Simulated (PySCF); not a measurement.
## Vertical excitation energies

Species: AlH (singlet state).
Hydrogens: H2 on Al1.

Theory: PySCF 2.14.0, density-fitted response routines, TDDFT wB97X-D/def2-SVPD, vertical, gas phase, core orbitals frozen in the response. Geometry: PBE0-D3(BJ)/def2-SVP; no solvent, vibrations or thermal averaging.

| state | E (eV) | E (hartree) | f | symmetry | main configurations (H = HOMO, L = LUMO) |
| --- | --- | --- | --- | --- | --- |
| S1 | 2.88 | 0.1060 | 0.048 | Π | H→L/L+1 (98%) |
| S2 | 2.88 | 0.1060 | 0.048 | Π | H→L/L+1 (98%) |
| S3 | 5.53 | 0.2030 | 0.172 | Σ+ | H→L+2 (98%) |
| S4 | 6.79 | 0.2495 | 0.581 | Σ+ | H→L+3 (98%) |
| S5 | 6.95 | 0.2554 | 0.0000 | – | H→L+7 (100%) |
| S6 | 6.95 | 0.2554 | 0.0000 | – | H→L+6 (100%) |
| S7 | 7.03 | 0.2584 | 0.093 | Π | H→L+5 (84%), H-1→L/L+1 (≥9%) |
| S8 | 7.03 | 0.2584 | 0.093 | Π | H→L+4 (84%), H-1→L/L+1 (≥9%) |
| S9 | 7.92 | 0.2911 | 0.647 | Π | H-1→L/L+1 (≥87%), H→L+5 (10%) |
| S10 | 7.92 | 0.2911 | 0.647 | Π | H-1→L/L+1 (≥87%), H→L+4 (10%) |

Triplets (Tamm–Dancoff): T1 1.85 eV, H→L/L+1 (98%); T2 1.85 eV, H→L/L+1 (98%); T3 5.25 eV, H→L+3 (67%), H→L+2 (29%).

The lowest singlet level (S1/S2) lies at 2.88 eV (430 nm, visible) and is of moderate strength. The most intense listed level is S9/S10 at 7.92 eV (157 nm, f = 1.294 summed), 5.04 eV above S1. It is the last of those listed, so stronger ones may follow. S1/S2, S5/S6, S7/S8 and S9/S10 lie within about 0.01 eV of each other in each set; the point group C∞v has degenerate representations, and within a degenerate level the listed configurations can mix freely. Löwdin shares by element: HOMO aluminium 78%, hydrogen 22%; LUMO (one of a set within 0.03 eV) aluminium 90%, hydrogen 10%. Weighted by f, the mean energy of these states is 7.18 eV. The listed states span 5.04 eV, and the widest gap between neighbours is 2.64 eV (S2 to S3). Of the 10 states listed, 8 reach f = 0.01 and 2 stay under 0.0005. 2 computed singlets (S1 to S2) lie in the visible range (380 to 750 nm), the largest f among them at 430 nm, f = 0.048; light of that wavelength is violet, and its complementary colour is yellow-green; a Tamm–Dancoff triplet lies at 671 nm, without intensity as long as spin–orbit coupling is left out. All these states lie below the vertical ionisation energy of 8.23 eV (ΔSCF). Symmetry labels in C∞v follow from the direction of the transition dipole and are given only for states with f of 0.002 or more. Orbitals of the list HOMO-3 to LUMO+2 that lie within 0.01 eV of each other are written together with a slash and their weights summed (≥ marks a lower bound); for degenerate orbitals outside that list single weights are arbitrary. Only the lowest 10 singlets were computed, as vertical energies without vibronic structure.

Time: 0.5 s of wall time. Hardware: an x86-64 server with one thread (shared host).
